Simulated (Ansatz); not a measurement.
System: fluorite CeO2. Method: B3LYP (VWN-RPA form) in Ansatz (plane waves, PAW).

Run with plane-wave cutoff 460 eV, 8×8×8 k mesh, Fermi–Dirac smearing 0.01 eV, no spin polarisation, scalar-relativistic PAW data made under PBE.

Cell (measured lattice):

```cif
data_Ce4O8
_chemical_formula_sum 'Ce4 O8'
_space_group_name_H-M_alt 'Fm-3m'
_space_group_IT_number 225
_space_group_name_Hall '-F 4 2 3'
_cell_length_a 5.40972
_cell_length_b 5.40972
_cell_length_c 5.40972
_cell_angle_alpha 90.000
_cell_angle_beta 90.000
_cell_angle_gamma 90.000
loop_
_atom_site_label
_atom_site_type_symbol
_atom_site_symmetry_multiplicity
_atom_site_Wyckoff_symbol
_atom_site_fract_x
_atom_site_fract_y
_atom_site_fract_z
_atom_site_occupancy
Ce1 Ce 4 a 0.00000 0.00000 0.00000 1
O1 O 8 c 0.25000 0.25000 0.25000 1
```
(The calculation used a cell of 3 atoms; values per cell refer to that cell.)

Question: What does this level give for the band gap, smallest direct gap on the k points sampled and direct gap at Γ?

Answer: 
- band gap = 3.83 eV
- smallest direct gap on the k points sampled = 3.98 eV
- direct gap at Γ = 4.94 eV

Measured, for comparison: band gap 3 eV (temperature not stated, no zero-point or thermal correction, O 2p to Ce 4f, our sources range from 3.00 to 3.20; as tabulated in Tran et al. (2019), arXiv:1908.01820).

Note: cell and atoms aren't relaxed at this level (pressure 5.9 GPa).

Spin–orbit coupling is not included.

Ansatz is a first-principles code.
